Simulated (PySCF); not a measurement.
Ethylhydrazine, C2H8N2.
InChI=1S/C2H8N2/c1-2-4-3/h4H,2-3H2,1H3

A linear-response calculation (PySCF, def2-SVPD basis, gas phase, vertical, core orbitals frozen in the response) gave these numbers; the functional is withheld.

Orbital energies (eV): HOMO-3 -12.40, HOMO-2 -11.67, HOMO-1 -9.21, HOMO -8.63, LUMO 2.41, LUMO+1 2.99, LUMO+2 3.51.

```json
{"state": "S1", "E (eV)": "6.61", "f": "0.0069", "main configurations (H = HOMO, L = LUMO)": "H→L (77%), H→L+1 (14%)"}
{"state": "S2", "E (eV)": "7.04", "f": "0.031", "main configurations (H = HOMO, L = LUMO)": "H-1→L (69%), H-1→L+2 (24%)"}
{"state": "S3", "E (eV)": "7.23", "f": "0.012", "main configurations (H = HOMO, L = LUMO)": "H→L+1 (66%), H→L+2 (12%), H→L (12%)"}
{"state": "S4", "E (eV)": "7.92", "f": "0.022", "main configurations (H = HOMO, L = LUMO)": "H-1→L+1 (78%), H-1→L+4 (10%)"}
{"state": "S5", "E (eV)": "7.99", "f": "0.086", "main configurations (H = HOMO, L = LUMO)": "H→L+2 (58%), H→L+3 (22%), H→L+1 (9%)"}
{"state": "S6", "E (eV)": "8.08", "f": "0.048", "main configurations (H = HOMO, L = LUMO)": "H→L+3 (65%), H→L+2 (19%)"}
```

Triplets, Tamm–Dancoff:

```
state  E (eV)  λ (nm)  main configurations (H = HOMO, L = LUMO)
   T1    6.47   191.7                    H→L (71%), H→L+1 (17%)
   T2    6.80   182.2                H-1→L (61%), H-1→L+2 (27%)
   T3    7.07   175.3       H→L+1 (54%), H→L (16%), H→L+2 (12%)
   T4    7.78   159.4              H-1→L+1 (71%), H-1→L+4 (16%)
```

Vertical ionisation energy by ΔSCF with the same functional: 9.12 eV. Mean static polarisability: 45.6 au.

**Question.** Which of these was used?
A. B3LYP
B. HF
C. PBE
D. wB97X-D

**Answer.** D. wB97X-D is range-separated, 22% exact exchange at short range and 100% at long range (ω = 0.2 bohr⁻¹). In this run −ε(HOMO) = 8.63 eV differs from the ΔSCF value by -0.49 eV, and S1 differs from the orbital gap of 11.04 eV by -4.42 eV. The ratio −ε(HOMO)/IP is 0.95. Small neutral molecules mostly give 0.89 to 0.99 with wB97X-D, 0.5 to 0.7 with PBE, 0.67 to 0.83 with B3LYP; with Hartree–Fock the ratio is 1 or more (Koopmans' value less the relaxation energy is the ΔSCF value).

Computed, not measured: PySCF, TDDFT wB97X-D/def2-SVPD, vertical, gas phase, core orbitals frozen in the response. The structure is a single PBE0-D3(BJ)/def2-SVP conformer in the gas phase; no vibrational or solvent corrections.

Time: 57 s (with the writing of density and orbital grids); peak memory 0.63 GiB. Hardware: an Intel Xeon Platinum 8488C with one thread, shared host with 192 logical CPUs at a one-minute load of 78.

Shape of the structure used: `[CH3:1][CH2:2][NH:3][NH2:4]`: C1–C2–N3–N4 72°, H–N4–N3–C2 -85°, H–N4–N3–C2 34°.

Without π bonds the low states are Rydberg-like; a valence basis with one diffuse set may place them up to an eV too high.
